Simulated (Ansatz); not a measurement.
One change: `CC(F)(Cl)Cl` becomes `FC(Cl)(Cl)Cl`.

Ansatz, PBE0-D4/def2-TZVP geometries, multiplicity 1. 

```
                             property  `CC(F)(Cl)Cl`
HOMO energy (ωB97M-V/def2-TZVPP) / eV         -11.14
  LUMO energy (B3LYP/def2-TZVPP) / eV          -0.47
HOMO–LUMO gap (B3LYP/def2-TZVPP) / eV           8.12
    LUMO energy (PBE/def2-TZVPP) / eV          -1.30
  HOMO–LUMO gap (PBE/def2-TZVPP) / eV           6.11
  HOMO energy (B3LYP/def2-TZVPP) / eV          -8.59
```

(1) Give the same properties after the change, and the shifts. (Estimate.)

Results:

(1) Ansatz gave: 
```csv
property,`FC(Cl)(Cl)Cl`,shift
HOMO energy (ωB97M-V/def2-TZVPP) / eV,-11.38,-0.24
LUMO energy (B3LYP/def2-TZVPP) / eV,-1.42,-0.95
HOMO–LUMO gap (B3LYP/def2-TZVPP) / eV,7.40,-0.72
LUMO energy (PBE/def2-TZVPP) / eV,-2.23,-0.93
HOMO–LUMO gap (PBE/def2-TZVPP) / eV,5.41,-0.70
HOMO energy (B3LYP/def2-TZVPP) / eV,-8.83,-0.24
```

With PBE0 the HOMO falls by 0.26 eV and the LUMO falls by 0.97 eV, so the gap narrows by about 0.71 eV. PBE moves the HOMO by -0.24 eV and ωB97M-V by -0.24 eV. The zero-point energy changes by -98.9 kJ/mol with -9 modes.

B3LYP here is the variant with VWN-RPA as its local correlation; programs differ in this.
